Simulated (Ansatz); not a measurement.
The input, for Ansatz 0.2.0:

```yaml
crystal:
  periodic: [false, false, false]
  atoms:
    - {symbol: Al, position_ang: [0.000000, 0.000000, 0.253900]}
    - {symbol: Ga, position_ang: [0.000000, 0.000000, -2.089700]}
    - {symbol: H, position_ang: [0.000000, 0.000000, 1.835800]}
basis:
  gaussian: {orbitals: 6-31G, point_charges: [{charge: -0.50, position_ang: [4.848, 0.030, 0.166]}]}
magnetization: {spin_polarized: false, initial_magnetization: 3}
correlation: {method: bccd_t, electrons: outside_noble_gas}
output: {forces: true}
```

```sh
$ ansatz run in.yaml --threads 1 --pin off --events-out ev --progress --plain --max-ram 2393MiB
```

The program prints:

```
420 factors; integrals over basis functions are off by at most 1.4e-4 eV
mean field evaluation 1: about -58920.5339 eV, gradient 5.9e0 eV
mean field evaluation 2: about -58920.5578 eV, gradient 5.9e0 eV
mean field evaluation 4: about -58921.3129 eV, gradient 1.6e0 eV
mean field evaluation 8: about -58921.3878 eV, gradient 4.6e-1 eV
mean field evaluation 16: about -58921.4071 eV, gradient 1.6e-6 eV
mean field evaluation 32: about -58920.5620 eV, gradient 3.2e0 eV
mean field evaluation 64: about -58919.5200 eV, gradient 1.6e-1 eV
mean field evaluation 96: about -58918.5044 eV, gradient 7.8e-1 eV
mean field evaluation 128: about -58918.4800 eV, gradient 6.6e-3 eV
mean field evaluation 160: about -58918.0538 eV, gradient 5.4e-3 eV
mean field -58921.40712444 eV, -2165.3217734589 hartree, gradient 1.6e-6 eV, S^2 3.750000; 9 other end points of the search recorded, 0 dependent functions left out
mean field evaluation 192: about -58921.4847 eV, gradient 2.6e-1 eV
determinant -58921.40712444 eV, -2165.3217734589 hartree, with singles and doubles -58923.36128096 eV, -2165.3935873864 hartree
determinant -58919.51840419 eV, -2165.2523642700 hartree, with singles and doubles -58921.07533822 eV, -2165.3095805405 hartree
determinant -58919.33605888 eV, -2165.2456632034 hartree, with singles and doubles -58920.88961142 eV, -2165.3027552064 hartree
determinant -58918.51208784 eV, -2165.2153828263 hartree, with singles and doubles -58920.72581180 eV, -2165.2967356814 hartree
determinant -58918.47996024 eV, -2165.2142021586 hartree, with singles and doubles -58920.74106526 eV, -2165.2972962355 hartree
determinant -58918.05384951 eV, -2165.1985428782 hartree, with singles and doubles -58919.99059354 eV, -2165.2697169087 hartree
19 core orbitals not correlated: weight in the atoms' cores, before any rotation towards them, 0.998 or more for the frozen orbitals, at most 0.001 for the correlated occupied ones
reference -58921.40712444 eV, -2165.3217734589 hartree; 5, 2 occupied and 20, 23 virtual orbitals, 420 factors
second order -1.36262589 eV of doubles, -0.03550531 eV of singles
cycle   1  -1.95747588 eV  change   -5.5e-2 eV  update   1.6e-2
cycle   2  -1.95713657 eV  change    3.4e-4 eV  update   5.8e-3
cycle   3  -1.95800538 eV  change   -8.7e-4 eV  update   3.1e-3
cycle   4  -1.95873660 eV  change   -7.3e-4 eV  update   1.6e-3
cycle   5  -1.95885380 eV  change   -1.2e-4 eV  update   6.8e-4
cycle   6  -1.95884803 eV  change    5.8e-6 eV  update   1.7e-4
cycle   7  -1.95887955 eV  change   -3.2e-5 eV  update   5.6e-5
cycle   8  -1.95889127 eV  change   -1.2e-5 eV  update   2.1e-5
cycle   9  -1.95889387 eV  change   -2.6e-6 eV  update   8.9e-6
cycle  10  -1.95889434 eV  change   -4.7e-7 eV  update   3.6e-6
cycle  11  -1.95889420 eV  change    1.4e-7 eV  update   1.4e-6
cycle  12  -1.95889426 eV  change   -6.1e-8 eV  update   5.8e-7
cycle  13  -1.95889425 eV  change    1.0e-8 eV  update   2.5e-7
perturbative correction -0.05217175 eV, -0.0019172763 hartree
the calculation of the forces begins
Total energy: -58923.41819044 eV, -2165.3956787712 hartree
Atom 0 at     0.000000     0.000000     0.253900 Å, force     0.046536     0.000288     0.245862 eV/Å
Atom 1 at     0.000000     0.000000    -2.089700 Å, force    -0.013467    -0.000083    -0.742479 eV/Å
Atom 2 at     0.000000     0.000000     1.835800 Å, force    -0.011885    -0.000074     0.493601 eV/Å
Dipole moment:     0.139881     0.000866    -0.027897 e Å
```

Forces (eV/Å):
```
Al   0.047  0.000  0.246
Ga  -0.013  0.000 -0.742
H   -0.012  0.000  0.494
```

Ran on 1 thread of Intel Xeon, shared host: 23 s wall, 0.12 GiB peak host memory.
